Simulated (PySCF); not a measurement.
Argon: highly charged ions in a basis for the neutral atom

Ar¹⁰⁺ [He] 2s2 2p4, Ar¹¹⁺ [He] 2s2 2p3. Computed with PySCF 2.14 in def2-TZVP, with no relativity, point nucleus. No spin-orbit coupling, so a gap to NIST mixes the basis error with missing relativistic terms.

Changed run: basis of the neutral atom used for a highly charged ion. This setting is unsound on purpose.

```tsv
species	method	sound run (hartree)	changed run (hartree)	converged
Ar¹⁰⁺	UHF	not run	-472.87695	yes
Ar¹⁰⁺	B3LYP	not run	-473.12264	yes
Ar¹⁰⁺	PBE	not run	-472.96956	yes
Ar¹¹⁺	UHF	not run	-453.10866	yes
Ar¹¹⁺	B3LYP	not run	-453.25728	yes
Ar¹¹⁺	PBE	not run	-453.11523	yes
```

Ionisation energy of Ar¹⁰⁺:

| method | changed run (eV) | NIST (eV) |
| --- | --- | --- |
| UHF | 537.92 | 540.4 ± 0.6 |
| B3LYP | 540.56 | 540.4 ± 0.6 |
| PBE | 540.26 | 540.4 ± 0.6 |

The contracted functions were made for the neutral atom and can be too rigid for a highly charged ion.
